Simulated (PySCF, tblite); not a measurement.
# MgH2: changes of charge

Aim: compute the changes of charge of MgH2 (`[H][Mg][H]`).

Computed with tblite 0.8.0 and PySCF 2.14.0 and routines of our own; the level stands in each step. Atoms count from 0.

## (1) The starting structure

3 atoms, charge 0, multiplicity 1; geometry from: start built from the parent or by distance geometry.

## (2) Relaxing the molecule with GFN2-xTB

The job: settings as JSON, then the geometry in Å.

```
{"job": {"kind": "relax", "xc": "GFN2-xTB", "basis": "xTB"}, "charge": 0, "multiplicity": 1}
Mg     0.017100    -0.005600    -0.004300
H     -0.028500    -0.013000     1.607700
H      0.034300     0.013600    -1.628500
```

The run is started by

```
$ OMP_NUM_THREADS=1 python redox_run.py task.json out
```

The driver reads the jobs from task.json and runs them one after another.

What it wrote:

```text
step      E/eV     max force
  0     -42.28505    0.103
  1     -42.28527    0.086
  2     -42.28578    0.039
  3     -42.28582    0.034
  4     -42.28591    0.018
  5     -42.28592    0.009
```

Wall time 0.02 s (1 thread of Arm Neoverse V1, shared host).

Step by step:

| step | energy from step 0 (eV) | largest force (eV/Å) |
| --- | --- | --- |
| 0 | 0.0000 | 0.1030 |
| 1 | -0.0002 | 0.0860 |
| 2 | -0.0007 | 0.0392 |
| 3 | -0.0008 | 0.0342 |
| 4 | -0.0009 | 0.0177 |
| 5 | -0.0009 | 0.0086 |

Close pairs (by a distance rule), those that changed most:

| bond | before (Å) | after (Å) | change (Å) |
| --- | --- | --- | --- |
| Mg0–H1 | 1.613 | 1.629 | +0.016 |
| Mg0–H2 | 1.624 | 1.628 | +0.004 |

The next job starts from the end point, and lists it.

## (3) Harmonic vibrations with GFN2-xTB

The job: settings as JSON, then the geometry in Å.

```
{"job": {"kind": "ir", "xc": "GFN2-xTB", "basis": "xTB"}, "charge": 0, "multiplicity": 1}
Mg     0.015407    -0.004877    -0.008497
H     -0.027830    -0.013502     1.619856
H      0.035385     0.013303    -1.636466
```

What it wrote:

```text
mode    cm-1     km/mol
  1     290.1    677.29
  2     290.1    676.99
  3    1302.1   1209.26
  4    1335.0      2.02
ZPE 19.244  H(298)-E 30.247  G(298)-E -29.210 kJ/mol  S 199.42 J/(mol K)
```

It took 0.05 s on 1 thread of Arm Neoverse V1, shared host.

The strongest bands and the atoms that carry them (share of the mass-weighted mode):

| cm⁻¹ | km/mol | atoms |
| --- | --- | --- |
| 290 | 677.3 | H2 46 %, H1 46 % |
| 290 | 677.0 | H2 46 %, H1 46 % |
| 1302 | 1209.3 | H1 50 %, H2 42 % |
| 1335 | 2.0 | H2 54 %, H1 46 % |

## (4) Relaxing the molecule at BP86-D3(BJ)/def2-SVP

The job: settings as JSON, then the geometry in Å.

```
{"job": {"xc": "BP86", "basis": "def2-SVP", "d3": "d3bj", "grid": 1, "kind": "geom"}, "charge": 0, "multiplicity": 1}
Mg     0.015407    -0.004877    -0.008497
H     -0.027830    -0.013502     1.619856
H      0.035385     0.013303    -1.636466
```

What it wrote:

```text
step   0  E = -201.17841811  max force = 0.017358
step   1  E = -201.18031184  max force = 0.007781
step   2  E = -201.18104104  max force = 0.001294
step   3  E = -201.18105959  max force = 0.000133
step   4  E = -201.18105977  max force = 0.000011
optimisation converged
```

Run time: 1.1 s. Hardware: 1 thread of Arm Neoverse V1, shared host.

The steps of the relaxation:

| step | energy from step 0 (eV) | largest force component (eV/Å) |
| --- | --- | --- |
| 0 | 0.0000 | 0.8926 |
| 1 | -0.0515 | 0.4001 |
| 2 | -0.0714 | 0.0665 |
| 3 | -0.0719 | 0.0068 |
| 4 | -0.0719 | 0.0006 |

Distances of close pairs at the start and the end, largest changes first:

| bond | before (Å) | after (Å) | change (Å) |
| --- | --- | --- | --- |
| Mg0–H2 | 1.628 | 1.714 | +0.086 |
| Mg0–H1 | 1.629 | 1.714 | +0.085 |

The next job starts from the end point, and lists it.

| at the end point | value |
| --- | --- |
| point group (found at 0.08 Å tolerance) | Dinfh |
| rotational constants (GHz, main isotopes) | 85.360, 85.360 |
| dipole moment (D) | 0.00 |

## (5) Single point (MgH2): B3LYP-D3(BJ)/ma-def2-SVP

Geometry: BP86-D3(BJ)/def2-SVP.

The job: settings as JSON, then the geometry in Å.

```
{"job": {"kind": "sp", "xc": "B3LYP", "basis": "ma-def2-SVP", "d3": "d3bj", "grid": 2}, "charge": 0, "multiplicity": 1}
Mg     0.008041    -0.001099    -0.007827
H     -0.029404    -0.017243     1.705520
H      0.045480     0.015046    -1.721223
```

What it wrote:

```text
coarse grid: 2864 points
cycle   1  E = -201.1630980542  dE = -1.609e-01  |g| = 1.568e-01  |ddm| = 1.532e+00
cycle   2  E = -201.1726905673  dE = -9.593e-03  |g| = 7.193e-02  |ddm| = 4.873e-01
cycle   3  E = -201.1757797357  dE = -3.089e-03  |g| = 3.465e-03  |ddm| = 1.775e-01
cycle   4  E = -201.1757853733  dE = -5.638e-06  |g| = 3.927e-04  |ddm| = 1.145e-02
final grid: 22280 points
cycle   5  E = -201.1924890887  dE = -7.274e-07  |g| = 5.219e-04  |ddm| = 5.598e-03
cycle   6  E = -201.1924892028  dE = -1.141e-07  |g| = 2.673e-04  |ddm| = 1.949e-03
cycle   7  E = -201.1924892402  dE = -3.733e-08  |g| = 4.513e-06  |ddm| = 6.622e-04
cycle   8  E = -201.1924892402  dE = -1.117e-11  |g| = 1.005e-06  |ddm| = 2.165e-05
converged SCF energy = -201.1924892402
```

Run time: 0.21 s. Hardware: 1 thread of Arm Neoverse V1, shared host.

## (6) Single point (MgH2+ (doublet)): B3LYP-D3(BJ)/ma-def2-SVP

Geometry: BP86-D3(BJ)/def2-SVP, that of another charge or spin state.

The job: settings as JSON, then the geometry in Å.

```
{"job": {"kind": "sp", "xc": "B3LYP", "basis": "ma-def2-SVP", "d3": "d3bj", "grid": 2}, "charge": 1, "multiplicity": 2}
Mg     0.008041    -0.001099    -0.007827
H     -0.029404    -0.017243     1.705520
H      0.045480     0.015046    -1.721223
```

What it wrote:

```text
final grid: 22280 points
cycle   1  E = -200.8378958194  dE =  1.705e-13  |g| = 3.668e-08  |ddm| = 3.437e-07
converged SCF energy = -200.8378958194
```

Run time: 0.89 s. Hardware: 1 thread of Arm Neoverse V1, shared host.

## (7) Optimising the geometry with GFN2-xTB

This step treats MgH2+ (doublet).

The job: settings as JSON, then the geometry in Å.

```
{"job": {"kind": "relax", "xc": "GFN2-xTB", "basis": "xTB"}, "charge": 1, "multiplicity": 2}
Mg     0.024300    -0.007200    -0.013100
H     -0.040100    -0.008600     1.682500
H      0.062900     0.007400    -1.718000
```

What it wrote:

```text
step      E/eV     max force
  0     -28.02368    0.116
  1     -28.02400    0.109
  2     -28.02630    0.025
  3     -28.02632    0.020
  4     -28.02633    0.015
  5     -28.02635    0.007
```

It took 0.01 s on 1 thread of Arm Neoverse V1, shared host.

Relaxation path:

| step | energy from step 0 (eV) | largest force (eV/Å) |
| --- | --- | --- |
| 0 | 0.0000 | 0.1161 |
| 1 | -0.0003 | 0.1091 |
| 2 | -0.0026 | 0.0252 |
| 3 | -0.0026 | 0.0195 |
| 4 | -0.0027 | 0.0151 |
| 5 | -0.0027 | 0.0068 |

Distances of close pairs at the start and the end, largest changes first:

| bond | before (Å) | after (Å) | change (Å) |
| --- | --- | --- | --- |
| Mg0–H2 | 1.705 | 1.678 | -0.028 |
| Mg0–H1 | 1.697 | 1.677 | -0.019 |

The end geometry stands in the next job.

## (8) Infrared spectrum with GFN2-xTB

The job: settings as JSON, then the geometry in Å.

```
{"job": {"kind": "ir", "xc": "GFN2-xTB", "basis": "xTB"}, "charge": 1, "multiplicity": 2}
Mg     0.021076    -0.005529    -0.016010
H     -0.037824    -0.009316     1.660307
H      0.063826     0.006473    -1.692933
```

What it wrote:

```text
mode    cm-1     km/mol
  1     323.0     45.18
  2     323.0     45.26
  3     969.9    376.22
  4    1111.0      0.00
ZPE 16.311  H(298)-E 27.218  G(298)-E -33.799 kJ/mol  S 204.65 J/(mol K)
```

Run time: 0.05 s. Hardware: 1 thread of Arm Neoverse V1, shared host.

The strongest bands and the atoms that carry them (share of the mass-weighted mode):

| cm⁻¹ | km/mol | atoms |
| --- | --- | --- |
| 323 | 45.3 | H1 46 %, H2 46 % |
| 323 | 45.2 | H1 46 %, H2 46 % |
| 970 | 376.2 | H2 46 %, H1 46 % |

## (9) Relaxing the molecule at BP86-D3(BJ)/def2-SVP

This step treats MgH2+ (doublet).

The job: settings as JSON, then the geometry in Å.

```
{"job": {"xc": "BP86", "basis": "def2-SVP", "d3": "d3bj", "grid": 1, "kind": "geom"}, "charge": 1, "multiplicity": 2}
Mg     0.021076    -0.005529    -0.016010
H     -0.037824    -0.009316     1.660307
H      0.063826     0.006473    -1.692933
```

What it wrote:

```text
step   0  E = -200.82735904  max force = 0.017626
step   1  E = -200.83109542  max force = 0.000149
step   2  E = -200.83109621  max force = 0.000041
optimisation converged
```

Run time: 0.76 s. Hardware: 1 thread of Arm Neoverse V1, shared host.

Relaxation path:

| step | energy from step 0 (eV) | largest force component (eV/Å) |
| --- | --- | --- |
| 0 | 0.0000 | 0.9064 |
| 1 | -0.1017 | 0.0077 |
| 2 | -0.1017 | 0.0021 |

Close pairs (by a distance rule), those that changed most:

| bond | before (Å) | after (Å) | change (Å) |
| --- | --- | --- | --- |
| Mg0–H1 | 1.677 | 1.799 | +0.122 |
| Mg0–H2 | 1.678 | 1.799 | +0.121 |

The end geometry stands in the next job.

| at the end point | value |
| --- | --- |
| point group (found at 0.08 Å tolerance) | Dinfh |
| rotational constants (GHz, main isotopes) | 77.476, 77.476 |
| ⟨S²⟩ | 0.767 |

## (10) Single point (MgH₂): B3LYP-D3(BJ)/ma-def2-SVP

Geometry: BP86-D3(BJ)/def2-SVP, that of another charge or spin state.

The job: settings as JSON, then the geometry in Å.

```
{"job": {"kind": "sp", "xc": "B3LYP", "basis": "ma-def2-SVP", "d3": "d3bj", "grid": 2}, "charge": 0, "multiplicity": 1}
Mg     0.017627    -0.003761    -0.016161
H     -0.041456    -0.011040     1.781803
H      0.070906     0.006475    -1.814285
```

What it wrote:

```text
coarse grid: 2864 points
cycle   1  E = -201.1601491382  dE = -1.761e-01  |g| = 1.559e-01  |ddm| = 1.521e+00
cycle   2  E = -201.1693108324  dE = -9.162e-03  |g| = 7.757e-02  |ddm| = 5.021e-01
cycle   3  E = -201.1730279909  dE = -3.717e-03  |g| = 3.924e-03  |ddm| = 1.981e-01
cycle   4  E = -201.1730357374  dE = -7.746e-06  |g| = 3.963e-04  |ddm| = 1.232e-02
final grid: 22280 points
cycle   5  E = -201.1895140432  dE = -1.096e-06  |g| = 5.312e-04  |ddm| = 4.682e-03
cycle   6  E = -201.1895141606  dE = -1.173e-07  |g| = 2.850e-04  |ddm| = 1.520e-03
cycle   7  E = -201.1895142072  dE = -4.664e-08  |g| = 6.106e-06  |ddm| = 6.563e-04
cycle   8  E = -201.1895142072  dE = -2.220e-11  |g| = 1.315e-06  |ddm| = 2.443e-05
converged SCF energy = -201.1895142072
```

It took 0.2 s on 1 thread of Arm Neoverse V1, shared host.

## (11) Single point (MgH₂+ (doublet)): B3LYP-D3(BJ)/ma-def2-SVP

Geometry: BP86-D3(BJ)/def2-SVP.

The job: settings as JSON, then the geometry in Å.

```
{"job": {"kind": "sp", "xc": "B3LYP", "basis": "ma-def2-SVP", "d3": "d3bj", "grid": 2}, "charge": 1, "multiplicity": 2}
Mg     0.017627    -0.003761    -0.016161
H     -0.041456    -0.011040     1.781803
H      0.070906     0.006475    -1.814285
```

What it wrote:

```text
final grid: 22280 points
cycle   1  E = -200.8392747702  dE =  3.695e-13  |g| = 3.006e-08  |ddm| = 3.964e-07
converged SCF energy = -200.8392747702
```

It took 0.94 s on 1 thread of Arm Neoverse V1, shared host.

## (12) Single point (MgH₂): B3LYP-D3(BJ)/ma-def2-SVP in acetonitrile

Geometry: BP86-D3(BJ)/def2-SVP.

The job: settings as JSON, then the geometry in Å.

```
{"job": {"kind": "sp", "xc": "B3LYP", "basis": "ma-def2-SVP", "d3": "d3bj", "grid": 2, "solvent": "acetonitrile"}, "charge": 0, "multiplicity": 1}
Mg     0.008041    -0.001099    -0.007827
H     -0.029404    -0.017243     1.705520
H      0.045480     0.015046    -1.721223
```

What it wrote:

```text
final grid: 22280 points
cycle   1  E = -201.2116806873  dE = -3.507e-03  |g| = 2.018e-02  |ddm| = 3.195e-01
cycle   2  E = -201.2118274178  dE = -1.467e-04  |g| = 5.252e-03  |ddm| = 4.710e-02
cycle   3  E = -201.2118421766  dE = -1.476e-05  |g| = 7.558e-04  |ddm| = 1.083e-02
cycle   4  E = -201.2118424483  dE = -2.717e-07  |g| = 4.934e-05  |ddm| = 1.716e-03
cycle   5  E = -201.2118424492  dE = -9.147e-10  |g| = 4.733e-06  |ddm| = 1.198e-04
converged SCF energy = -201.2118424492
```

It took 0.22 s on 1 thread of Arm Neoverse V1, shared host.

(Part 1 of 2 ends here.)
